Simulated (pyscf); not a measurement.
# Four-centre exchange: H₃Ge–AsH₂ + H₂ → H₃Ge–AsH₂ + H₂

Gas phase, singlet surface, charge 0. Bonds broken: As1–H3, H8–H9. Bonds formed: As1–H8, H3–H9. Optimised with ωB97X-D3(BJ)/def2-SVP in PySCF.

Transition state (Å):

```xyz
9

As    -0.1482     0.6842     1.0437
Ge    -0.5786    -1.4453    -0.1438
H     -0.8021     2.2626     1.7669
H     -0.5373     1.4662    -0.1947
H      0.3264    -1.5615    -1.3853
H     -0.3032    -2.6528     0.7702
H     -2.0458    -1.5149    -0.6088
H      0.8626     2.2296     1.2230
H      0.0738     2.7899     1.5950
```

One imaginary mode, 2181i cm⁻¹; descent along it reached the two sides named.

```json
[
 {"bond": "As1–H3", "change": "breaks", "reactant side (Å)": "1.519", "saddle": "1.855", "product side": "3.3"},
 {"bond": "H8–H9", "change": "breaks", "reactant side (Å)": "0.761", "saddle": "1.037", "product side": "5.0"},
 {"bond": "As1–H8", "change": "forms", "reactant side (Å)": "3.3", "saddle": "1.855", "product side": "1.520"},
 {"bond": "H3–H9", "change": "forms", "reactant side (Å)": "4.9", "saddle": "1.037", "product side": "0.762"}
]
```

Electronic energies relative to the separated reactants (kJ/mol):

| level | barrier | reaction energy | reverse barrier |
|---|---|---|---|
| ωB97X-D3(BJ)/def2-TZVP | 320.7 | 0.0 | 320.7 |
| PBE/def2-TZVP | 255.6 | 0.0 | 255.6 |
| r²SCAN/def2-TZVP | 280.7 | 0.0 | 280.7 |
| B3LYP-D3(BJ)/def2-TZVP | 291.3 | 0.0 | 291.3 |
| PBE0-D3(BJ)/def2-TZVP | 284.2 | 0.0 | 284.2 |
| M06-2X/def2-TZVP | 320.3 | 0.0 | 320.3 |
| ωB97M-D3(BJ)/def2-TZVP | 310.2 | 0.0 | 310.2 |
| HF/def2-TZVP | 410.2 | 0.0 | 410.2 |

With ωB97M-D3(BJ)/def2-TZVP energies and thermal terms (ideal gas, 1 atm, RRHO with modes under 100 cm⁻¹ raised to 100, one conformer, R ln 2 for chiral ones without a mode under 150 cm⁻¹), in kJ/mol:

```csv
T (K),ΔH‡,ΔG‡,ΔH,ΔG
298,304.1,337.9,0.0,0.0
600,301.6,373.4,0.0,0.0
900,302.1,409.3,0.0,0.0
1200,303.9,444.7,0.0,0.0
```

From the product side, GeH₃• + AsH₂• + H₂ lies, by one bond made or cut, 51.6 kJ/mol under this saddle at ωB97M-D3(BJ)/def2-TZVP. The same reactants have a lower exit, to GeH₃• + AsH₂• + H₂ (no saddle counted: cutting one bond costs +258.5 kJ/mol at ωB97M-D3(BJ)/def2-TZVP, against +310.2 kJ/mol here). This is the saddle that the search found; another between the same sides may lie lower. Elements up to Kr have no core potential and no relativistic terms here.
